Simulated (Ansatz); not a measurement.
Geometry optimisation, RKS revPBE-D4/6-31G (Ansatz 0.2.0).

Input:

```yaml
crystal:
  periodic: [false, false, false]
  atoms:
    - { symbol: C, position_ang: [-0.16774, -0.31071, -0.50707] }
    - { symbol: O, position_ang: [-0.08494, 1.07503, -0.37434] }
    - { symbol: S, position_ang: [-0.37787, 0.4481, 1.07666] }
    - { symbol: H, position_ang: [-0.1875, 1.62501, -1.1911] }
    - { symbol: H, position_ang: [0.76248, -0.83432, -0.72139] }
    - { symbol: H, position_ang: [0.92671, 0.3117, 1.53233] }
total_charge: 1
basis:
  gaussian: { orbitals: "6-31G" }
hamiltonian:
  xc: revpbe
  dispersion: d4
relax:
  f_tol: 0.02
  max_steps: 50
```

Command:

```bash
$ ansatz run input.yaml --threads 1 --pin off --max-ram 2048MiB --backend cpu --events-out ev --progress --plain --runs-dir out
```

Question: Where does it end, and by what steps?

Answer: The forces met the threshold. Limits of this set-up: no polarisation functions, the dipole of an ion depends on the origin. After 12 steps the energy has fallen by 8.149 eV; H6 moved furthest, 1.13 Å. The start is strongly strained (largest force component 12 eV/Å), so its close contacts needn't be bonds. Parted: O2–S3.

```tsv
step	energy less start (eV)	largest force component (eV/Å)	accepted
0	0.0000	12.246	yes
1	-1.7283	6.670	yes
2	-2.8412	3.042	yes
3	-4.1109	4.346	yes
4	-5.5155	4.470	yes
5	-6.5670	2.002	yes
6	-7.3303	1.484	yes
7	-7.8387	0.836	yes
8	-8.1128	0.287	yes
9	-8.1455	0.117	yes
10	-8.1445	0.173	no
11	-8.1485	0.035	yes
12	-8.1489	0.007	yes
```

```xyz
6
Properties=species:S:1:pos:R:3
C 0.153 -0.138 -0.373
O 0.159 0.908 -1.165
S 0.129 -0.279 1.367
H 0.147 1.831 -0.785
H 0.167 -1.088 -0.915
H 0.116 1.080 1.687
```

Whether the end is a true minimum wasn't checked by a vibrational analysis.

The run took 19 s on 1 thread of Arm Neoverse V1, on a shared host, peak memory 0.11 GiB.
